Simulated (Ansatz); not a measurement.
`CCOC#N` → `COC#N` + `[CH2]` (triplet) at 700 K and 1 bar (formal loss of a carbene).

Isolated molecules relaxed with PBE0-D4/def2-TZVP in Ansatz; ΔE leaves out vibrations. CCSD(T)/CBS adds triple-zeta CCSD(T) − MP2 to the extrapolated MP2 energy (def2 sets, frozen cores). This one scheme is used for every species. Triplets are unrestricted, without spin–orbit coupling. One conformer a species, not always the lowest.

```csv
species,CCSD(T)/CBS energy (Eh),H − E (kJ/mol),S (J/(mol·K))
`CCOC#N`,-246.99416,272.4,407.3
`COC#N`,-207.72673,181.3,351.0
`[CH2]` (triplet),-39.09499,70.4,226.8
```

H − E and S are ideal-gas, rigid-rotor, harmonic terms from PBE0-D4/def2-TZVP, for one conformer and one mirror image of each species, with the whole ground term of open shells counted as degenerate. 1 Eh = 2625.50 kJ/mol, R = 8.31446 J/(mol·K).

Task: By hand: ΔE, ΔH, ΔS and ΔG.

Result: ΔE = (-207.72673) + (-39.09499) − (-246.99416) = 0.17244 Eh = 452.7 kJ/mol. Δ(H − E) = 181.3 + 70.4 − 272.4 = -20.7, so ΔH = 432.0 kJ/mol. ΔS = 351.0 + 226.8 − 407.3 = 170.5 J/(mol·K). ΔG = 432.0 − 700 × (170.5)/1000 = 312.6 kJ/mol.

Task: By hand: the equilibrium constant, and the temperature at which ΔG would vanish if ΔH and ΔS stayed fixed.

Result: log₁₀ K = −ΔG/(RT ln 10) = -23.3. ΔG = 0 at ΔH/ΔS = 2534 K, far beyond where these terms or the molecules hold.

The number of gas molecules changes by +1, which sets the sign of ΔS. A doubt of 5 kJ/mol in ΔE shifts log₁₀ K by 0.4 here. Other conformers and mirror images would add mixing entropy, several J/(mol·K) or more a flexible species. A triplet takes part, so the spin changes. These are equilibria of isolated gas molecules and say nothing of rates. Largest T1 diagnostic: 0.014 (customary marks: 0.02 for closed shells, 0.045 for open ones).
